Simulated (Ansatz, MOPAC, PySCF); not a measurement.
Molecule: CH3O (charge 0, doublet). SMILES: C[O]
Geometry from a B3LYP-D3(BJ)/def2-TZVP (Ansatz, a first-principles code) optimisation:
```
C
O 1 1.3624
H 1 1.0992 2 113.34
H 1 1.0992 3 111.54 2 129.37
H 1 1.1083 3 106.28 4 115.42
```
Charge 0, spin multiplicity 2.

Wanted: enthalpy of formation at 298 K, in kcal/mol. Terms: valence correlation only; UHF or UKS for open shells; six Cartesian d functions in 6-31G* and its kin unless marked 5d; 6-311+G** with 5d; LANL2DZ all-electron up to Ne; non-relativistic; dispersion terms only where a functional's name holds one; no spin-orbit coupling; PM7 with its own dispersion and hydrogen-bond terms. Basis-set limits of correlation are two-point, X^-3; Hartree-Fock from the larger set. The bracket is a focal-point correction in the basis named. Ab initio and DFT rows: single points at B3LYP-D3(BJ) geometries (Ansatz), with unscaled harmonic terms from B3LYP/6-31G* at its own minima, enthalpies of formation by atomisation with measured atoms. Semi-empirical rows: MOPAC heats of formation at their own minima for 298 K.

Measured values: G2/97 table in ASE (Curtiss et al.); they hold spin-orbit and core effects, anharmonicity. 

Value to compare with, the measured value: 4.1 kcal/mol.

| level | program | enthalpy of formation at 298 K (kcal/mol) | error |
|---|---|---|---|
| PM7 | MOPAC | -2.6 | -6.7 |
| MNDO | MOPAC | -5.9 | -10.0 |
| HF/LANL2DZ | Ansatz | 141.4 | 137.3 |
| HF/6-311+G** | Ansatz | 116.7 | 112.6 |
| PBE/6-31G* | Ansatz | -8.6 | -12.7 |
| B3LYP/6-31G* | Ansatz | 1.8 | -2.3 |
| B3LYP/6-31G** | Ansatz | -0.8 | -4.9 |
| B3LYP/def2-SVP | Ansatz | 1.0 | -3.1 |
| MP2/3-21G | Ansatz | 75.7 | 71.6 |
| B3PW91/6-31G* (5d) | PySCF | 2.0 | -2.1 |
| PBE0/def2-TZVPD | Ansatz | 2.5 | -1.6 |
| wB97M-V/def2-TZVPD | Ansatz | 3.0 | -1.1 |
| wB97X-V/def2-TZVPD | Ansatz | 2.6 | -1.5 |
| RI-MP2/CBS(aug-cc-pVTZ,aug-cc-pVQZ)+[CCSD(T)-MP2]/aug-cc-pVTZ | Ansatz | 5.1 | 1.0 |

Among the 10 habitual levels, HF/LANL2DZ lies farthest from the measured value (137.3 kcal/mol); 3 of 10 lie above it, and their mean absolute error is 36.3 kcal/mol, the median 8.3. One case shows no general order.

The levels are drawn from those run, B3LYP/6-31G* more often than the rest, none by its result; runs whose electronic state is in doubt are left out.
